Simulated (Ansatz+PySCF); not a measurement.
Values are calculated unless marked as measured or tabulated.
A run of PySCF 2.14.0 on triplet AlP at this shape:

```xyz
2

Al    0.0000    0.0000    0.0000
P     0.0000    0.0000    2.4000
```

Its results:

| Item | Value |
| --- | --- |
| Converged | yes |
| Reference energy | -575.76281 hartree |
| CCSD correlation energy | -0.05792 hartree |
| Triples correction | -0.00451 hartree |
| Total energy | -575.82524 hartree |
| Spin squared of the determinant | 2.040 |

**Question.** Which input gives this output? Name the method, the orbitals and the basis set, and write the input.

**Answer.** UHF-CCSD(T) in STO-3G.

```python
from pyscf import gto, scf, cc

mol = gto.M(atom="""
Al 0.000000 0.000000 0.000000
P 0.000000 0.000000 2.400000
""", basis='sto-3g', charge=0, spin=2)
mf = scf.UHF(mol)
mf.kernel()
mycc = cc.CCSD(mf, frozen=10).run()
et = mycc.ccsd_t()
print(mf.e_tot, mycc.e_corr, et, mycc.e_tot + et)
```

This is not the lowest solution: another run reaches a determinant 1.50 eV lower. Caution: another reference gives a lower total.
